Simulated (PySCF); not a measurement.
Run record: geometry optimisation, `C=C([S-])Cl`.

Method: PBE0-D3(BJ)/def2-SVP geometry optimisation, gas phase (PySCF 2.14.0). Start geometry: GFN2-xTB. A driver script takes a list of jobs; this job's settings line and coordinates (Å) are shown.

Input:
```
{"job": {"xc": "PBE0", "basis": "def2-SVP", "d3": "d3bj", "grid": 1, "kind": "geom"}, "charge": -1, "multiplicity": 1}
C     -0.763760    -0.152853    -0.085028
C      0.514457     0.209133     0.050973
S      1.196599     1.730433     0.121680
Cl     1.654207    -1.211398     0.175011
H     -1.520133     0.609390    -0.166964
H     -1.078247    -1.182714    -0.117247
```

Output:
```
step   0  E = -935.11809790  max force = 0.015685
step   1  E = -935.11987845  max force = 0.001575
step   2  E = -935.11987793  max force = 0.000614
step   3  E = -935.11988262  max force = 0.000139
optimisation converged
```

Energies in Eh; «max force» is the largest Cartesian gradient component in Eh/bohr.

**Question.** How much energy does the optimisation release, in eV?

**Answer.** E(step 0) − E(last step) = 0.001785 Eh, which is 0.049 eV.

Main results: final energy -935.11988 Eh after 3 steps.

**Question.** Estimate the wall time. Hardware: one thread, Arm Neoverse N1, no GPU, on a shared host.

**Answer.** About 10 s.
Labels such as C1 count atoms from 1, the log's own numbers from 0.
